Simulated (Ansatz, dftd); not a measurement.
Species: C$_{2}$H$_{5}$O, charge 0, doublet. C2H5O (SMILES C[CH]O, doublet).
B3LYP-D3(BJ)/def2-TZVP minimum from Ansatz (an electronic-structure program):
```xyz
8

C      1.1812    -0.3678     0.0185
C     -0.0012     0.5180    -0.0569
O     -1.2056    -0.1247     0.1002
H     -1.9253     0.5046    -0.0138
H     -0.0012     1.4082    -0.6784
H      2.0981     0.2220    -0.0068
H      1.1724    -0.9524     0.9427
H      1.2203    -1.0859    -0.8147
```
Charge 0, spin multiplicity 2.

Quantity: atomisation energy (electronic, to ground-state atoms), in kJ/mol. UHF or UKS for unpaired electrons; spin-orbit terms are left out. Cores are frozen in correlated methods. Rows without X2C or -DK are non-relativistic. CBS(X,Y): correlation extrapolated as X^-3, Hartree-Fock from the larger set. A bracket is a step between two methods taken in the basis named. The functionals are non-relativistic, so their misses hold any scalar relativity. 'core' is core correlation in cc-pwCVTZ, 'X2C' scalar relativity in cc-pVTZ-DK, both at CCSD(T). Where a partner has so few electrons that a lower coupled-cluster level is exact, that level stands in.

```tsv
level	program	atomisation energy (kJ/mol)	difference against the last row
PBE-D3(BJ)/def2-TZVPD	Ansatz + dftd3	3040.9	71.8
CAM-B3LYP-D3(BJ)/def2-TZVPD	Ansatz + dftd3	2984.9	15.8
wB97M-V/def2-TZVPD	Ansatz	2966.7	-2.4
CCSD(T)/CBS(cc-pVTZ,cc-pVQZ) + core + X2C	Ansatz	2966.7	-2.4
CCSDT(Q)/cc-pVDZ	Ansatz	2736.2	-232.9
CCSD(T)/CBS(cc-pVTZ,cc-pVQZ) + [CCSDT(Q) - CCSD(T)]/cc-pVDZ + core + X2C	Ansatz	2969.1	0.0
```
